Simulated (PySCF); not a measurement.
One of the candidates below gave these computed data.

All candidates are C4H4FN.

* Valence photoelectron: vertical ionisation energy: 9.13 eV [ΔSCF B3LYP/def2-SVPD]
* Polarisability: 55.4 au [B3LYP/def2-SVPD]
* Couplings: largest of the computed one-bond spin–spin couplings (means over like bonds): 19F–13C -340.3, 13C–1H +251.8, 13C–1H +209.0, 13C–1H +190.3, 13C–1H +167.7, 13C–13C +90.5, 13C–13C +64.5, 13C–13C +35.7 Hz [B3LYP/pcJ-1, spin–dipole term left out for some pairs]
* 1H NMR: chemical shifts (computed TMS as zero) by class: 10.03 (1 H), 7.00 (1 H), 4.16 (1 H), 2.80 (1 H) ppm [GIAO PBE/pcSseg-2]
* Rotational structure: rotational constants A, B, C: 12.776, 1.941, 1.835 GHz [PBE0-D3(BJ)/def2-SVP]
* 13C NMR: chemical shifts (computed TMS as zero) by class: 177.9 (1 C), 162.8 (1 C), 123.5 (1 C), 28.8 (1 C) ppm [GIAO PBE/pcSseg-2]
* Triplet: lowest triplet excitation (Tamm–Dancoff): 3.72 eV [TDA B3LYP/def2-SVPD]

The electronic properties come from PySCF, for the isolated species, density fitting. Levels stand in brackets. One conformer (not necessarily the lowest) at the PBE0-D3(BJ)/def2-SVP geometry, without solvent, vibrations or thermal averaging. NMR values are class means; diastereotopic atoms form classes of their own.

**Question.** Which candidate is it?
A. `F/C=C\[C@H]1C=N1`
B. `C/C(C#N)=C\F`
C. `C=C(C#N)CF`
D. `N#CC/C=C\F`
E. `F/C=C/[C@H]1C=N1`

**Answer.** A. It is `F/C=C\[C@H]1C=N1`. Numbering: `[F:1]/[CH:2]=[CH:3]\[C@H:4]1[CH:5]=[N:6]1`. Its formula, C4H4FN, gives 3 degrees of unsaturation: 1 ring and 2 π bonds in the structure found. 4 carbons fall into 4 classes; from least to most shielded: C=N carbon [C5] (177.9 ppm), vinylic C–F carbon [C2] (162.8 ppm), alkene CH carbon [C3] (123.5 ppm), ring sp3 carbon bound to nitrogen [C4] (28.8 ppm). Hydrogen classes from least to most shielded: 1 H on a C=N carbon, C5 (10.03 ppm), 1 H on a vinylic C–F carbon, C2 (7.00 ppm), 1 H on an alkene CH carbon, C3 (4.16 ppm), 1 H on an sp3 carbon bound to nitrogen, C4 (2.80 ppm). The couplings run between: -340.3 Hz, vinyl fluorine [F1] and vinylic C–F carbon [C2]; +251.8 Hz, C=N carbon [C5] and its hydrogen; +209.0 Hz, vinylic C–F carbon [C2] and its hydrogen; +190.3 Hz, sp3 carbon bound to nitrogen [C4] and its hydrogen; +167.7 Hz, alkene CH carbon [C3] and its hydrogen; +90.5 Hz, vinylic C–F carbon [C2] and alkene CH carbon [C3]; +64.5 Hz, alkene CH carbon [C3] and sp3 carbon bound to nitrogen [C4]; +35.7 Hz, sp3 carbon bound to nitrogen [C4] and C=N carbon [C5]. The first electron is taken from the HOMO, whose largest Löwdin shares are 0.24 on the vinylic C–F carbon, 0.21 on the alkene CH carbon, 0.17 on the C=N nitrogen and 0.12 on the sp3 carbon bound to nitrogen. The optimised geometry has point group C1 and is an asymmetric top.

The others, at the same levels:
- `C=C(C#N)CF` fails: its computed 13C shifts are 136.4 (1 C), 132.4 (1 C), 121.8 (1 C), 89.2 (1 C) ppm, 1H shifts are 6.33 (1 H), 6.19 (1 H), 5.05 (2 H) ppm and vertical ionisation energy is 10.54 eV (against 9.13 eV).
- `F/C=C/[C@H]1C=N1` fails: its computed 13C shifts are 172.5 (1 C), 164.5 (1 C), 122.6 (1 C), 27.1 (1 C) ppm, 1H shifts are 9.57 (1 H), 6.35 (1 H), 5.97 (1 H), 2.15 (1 H) ppm and static isotropic polarisability is 53.0 au (against 55.4 au).
- `N#CC/C=C\F` fails: its computed 13C shifts are 163.0 (1 C), 120.5 (1 C), 109.5 (1 C), 14.1 (1 C) ppm, 1H shifts are 6.89 (1 H), 4.93 (1 H), 3.22 (2 H) ppm and vertical ionisation energy is 10.44 eV (against 9.13 eV).
- `C/C(C#N)=C\F` fails: its computed 13C shifts are 172.2 (1 C), 123.2 (1 C), 105.5 (1 C), 13.0 (1 C) ppm, 1H shifts are 7.36 (1 H), 1.83 (3 H) ppm and vertical ionisation energy is 10.14 eV (against 9.13 eV).

Each candidate is one conformer, not necessarily the lowest. The conformers computed, where there is a choice (atom-mapped SMILES and torsion angles):
- `[F:1]/[CH:2]=[CH:3]\[C@H:4]1[CH:5]=[N:6]1`: C2–C3–C4–C5 153°
- `[CH2:1]=[C:2]([C:3]#[N:4])[CH2:5][F:6]`: C1–C2–C5–F6 -1°
- `[F:1]/[CH:2]=[CH:3]/[C@H:4]1[CH:5]=[N:6]1`: C2–C3–C4–C5 -43°
- `[N:1]#[C:2][CH2:3]/[CH:4]=[CH:5]\[F:6]`: C2–C3–C4–C5 -121°

One-bond C–F couplings are unscaled; at this level they come out some 30 % too large in size.
